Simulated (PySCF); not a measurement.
# LiB from Hartree–Fock to correlated methods

State: ³Π (triplet), unpaired electrons σ ↑, π ↑. Set-up: PySCF, no relativity, basis sets Li def2-SVPD, B def2-SVPD. De refers to Li + B in their high-spin ground configurations, without counterpoise correction. The functionals are run spin-unrestricted. A positive dipole means Li(−)B(+).

```
      Level  Re (Å)  ωe (cm⁻¹)  De (eV)  μ (D)
        UHF   2.143        579     0.88  -6.53
    UHF-MP2   2.143        563     1.17    n/a
UHF-SCS-MP2   2.139        565     1.06    n/a
   UHF-CCSD   2.147        547     1.10    n/a
UHF-CCSD(T)   2.151        542     1.13    n/a
        PBE   2.145        540     1.53  -5.25
     PBEsol   2.146        540     1.62  -5.32
     r²SCAN   2.150        550     1.62  -5.82
      M06-L   2.135        557     1.67  -6.20
       PBE0   2.130        564     1.45  -5.78
        M06   2.138        545     1.37  -5.89
```

(1) Which functional lies closest to UHF-CCSD(T) in De, which farthest, and by how much do they differ from it?

(2) What does second-order correlation do here, going from UHF to UHF-MP2?

(3) What does the triples do here, going from UHF-CCSD to UHF-CCSD(T)?

Correlated steps freeze 1 core orbital. Correlated levels converge slowly with the basis: in double zeta they bind strong bonds too weakly, by up to about 1 eV, and carry superposition errors of some tenths. The state was picked by a PBE0 search and need not be the measured ground state.

## Answers

(1) Closest is M06 (-1.3 pm in Re, +0.6 % in ωe, +0.24 eV in De against UHF-CCSD(T) in the same basis), farthest M06-L (-1.6 pm in Re, +2.8 % in ωe, +0.54 eV in De). CCSD(T) converges more slowly with the basis than the functionals do and binds too weakly in this one, so the order can change at the basis-set limit.

(2) UHF-MP2 less UHF: +0.0 pm in Re, -2.8 % in ωe, +0.29 eV in De. Correlation nearly always deepens the well. The bond length hardly moves.

(3) UHF-CCSD(T) less UHF-CCSD: +0.4 pm in Re, -0.9 % in ωe, +0.03 eV in De. Correlation nearly always deepens the well. The bond lengthens, as in strong covalent bonds, where excitations into antibonding orbitals dominate.
